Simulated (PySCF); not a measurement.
Estimate the missing entries of this data sheet.

Compound: methyl radical, CH3 (doublet state).
SMILES: `[CH3]`

```tsv
property	level	value
point group	PBE0-D3(BJ)/def2-SVP	?
rotational constants A, B, C	PBE0-D3(BJ)/def2-SVP	281.213, 281.103, 140.579 GHz
dipole moment	PBE0-D3(BJ)/def2-SVP	?
isotropic g value	unrestricted B3LYP/IGLO-III on C, pcH-1 on H, mean-field spin–orbit	?
spin squared ⟨S²⟩	unrestricted B3LYP/IGLO-III on C, pcH-1 on H	?
largest isotropic hyperfine couplings (means over sets of like nuclei)	unrestricted B3LYP/IGLO-III on C, pcH-1 on H	?
```

Electronic properties: PySCF, gas phase, density fitting. Isolated species at its PBE0-D3(BJ)/def2-SVP geometry, gas phase.

(1) The dipole moment?

(2) What is the point group?

(3) The isotropic g value?

(4) What is the spin squared ⟨S²⟩?

(5) The largest isotropic hyperfine couplings (means over sets of like nuclei)?

Answers

(1) 0.00 D.

(2) D3h.

(3) 2.00264.

(4) 0.754.

(5) 13C +85.1, 1H -65.8 (×3) MHz.

The rotational constants are those of an oblate symmetric top; the small spread among constants that symmetry makes equal is optimisation noise. Point group D3h forbids a permanent dipole, so the rigid molecule has no electric-dipole pure rotational spectrum. ⟨S²⟩ is 0.004 above the pure-spin value S(S + 1) = 0.75.
